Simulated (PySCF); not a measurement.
**Gas-phase thermal properties of H₂SiO**

Method: PySCF energies (xtb for GFN2) plus ideal-gas RRHO corrections (1 bar). 6-31G* has spherical d functions here. All species are closed-shell singlets. B3LYP is the form with VWN-RPA correlation. H₂SiO: computed as isolated molecules; such fragments, hydroxides, amides, oligomers or adducts are transient or little studied in the gas. The harmonic model lacks anharmonicity and excited electronic states, which grow with temperature; levels with a mode under 35 cm⁻¹ are left out.

```csv
level,point group,σ,ZPE (kJ/mol),S°298 (J/mol/K),Cp298 (J/mol/K),S°1000 (J/mol/K),H1000 − H298 (kJ/mol)
B3LYP/6-31G*,C2v,2,48.8,235.1,42.4,302.7,41.1
GFN2-xTB,C2v,2,48.8,235.7,44.1,304.1,41.4
HF/6-31G*,C2v,2,53.4,233.7,40.4,298.6,39.6
PBE/def2-SVP,C2v,2,46.4,236.1,43.6,305.1,41.9
PBE0/def2-TZVP,C2v,2,48.4,235.1,42.7,302.9,41.2
```
σ: rotational symmetry number. Electronic degeneracy used: 1. Frequencies are unscaled.
